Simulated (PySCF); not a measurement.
**The first ionisation energy along group 14**

Calculated with PySCF 2.14 from differences of total energies of unrestricted determinants, without spin-orbit coupling. Values in eV. The last column holds reference values (NIST; (s) semi-empirical, (t) theoretical, else measured). Unmarked ones compare directly (S terms, centres of terms, or small fine structure); those marked * lie between the lowest fine-structure levels and include a spin-orbit shift.

```json
{"element": "C (aug-cc-pCVTZ-DK, spin-free X2C)", "configurations": "[He] 2s2 2p2 → [He] 2s2 2p1", "UHF": "10.793", "LDA": "11.684", "PBE": "11.536", "r2SCAN": "11.664", "CCSD (valence)": "11.151", "CCSD(T) (valence)": "11.179", "reference": "11.262"}
{"element": "Si (aug-cc-pCVTZ-DK, spin-free X2C)", "configurations": "[Ne] 3s2 3p2 → [Ne] 3s2 3p1", "UHF": "7.628", "LDA": "8.225", "PBE": "8.188", "r2SCAN": "8.309", "CCSD (valence)": "8.067", "CCSD(T) (valence)": "8.107", "reference": "8.157"}
{"element": "Sn (aug-cc-pwCVTZ-DK3, spin-free X2C)", "configurations": "[Kr] 4d10 5s2 5p2 → [Kr] 4d10 5s2 5p1", "UHF": "6.848", "LDA": "7.422", "PBE": "7.268", "r2SCAN": "7.408", "CCSD (valence)": "7.186", "CCSD(T) (valence)": "7.214", "reference": "7.389"}
{"element": "Pb (aug-cc-pwCVTZ-DK3, spin-free X2C)", "configurations": "[Xe] 4f14 5d10 6s2 6p2 → [Xe] 4f14 5d10 6s2 6p1", "UHF": "6.574", "LDA": "7.175", "PBE": "6.990", "r2SCAN": "7.106", "CCSD (valence)": "6.878", "CCSD(T) (valence)": "6.898", "reference": "7.417 *"}
```

```csv
method,elements,mean error (eV),mean absolute error (eV),largest error (eV)
UHF,3,-0.513,0.513,-0.541
LDA,3,0.174,0.174,0.422
PBE,3,0.061,0.142,0.274
r2SCAN,3,0.191,0.191,0.402
CCSD (valence),3,-0.135,0.135,-0.203
CCSD(T) (valence),3,-0.103,0.103,-0.176
```

For Pb a determinant mixes LS terms or the coupling is close to jj, so these rows are model values.

Errors include the incompleteness of the basis and the frozen core.

"Valence" correlates the outer s and p shells and, in groups 3 to 12 and the f block, the outer d or f shell, open or full, or the next shell where the ion has no valence electron left; the wider scheme adds the next inner shell.
